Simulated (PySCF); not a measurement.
LiF, SMILES [F][Li].

The structure is a stationary point at PBE0-D3(BJ)/def2-TZVPD.

These are ωB97X/def2-TZVPD (PySCF) values and carry that method's errors.

Isolated molecule, no solvent.

- total energy: -107.44637 hartree
- point group: C∞v
- highest occupied level: -10.50 eV
- lowest empty level: 0.20 eV
- orbital gap: 10.70 eV
- dipole moment: 6.33 D
- quadrupole, principal values (traceless, Buckingham form, about the centre of nuclear charge): -3.27, -3.27, 6.53 D·Å
- mean static polarisability: 9.7 bohr³ (1.43 Å³)
- polarisability, principal values: 9.7, 9.7, 9.7 bohr³
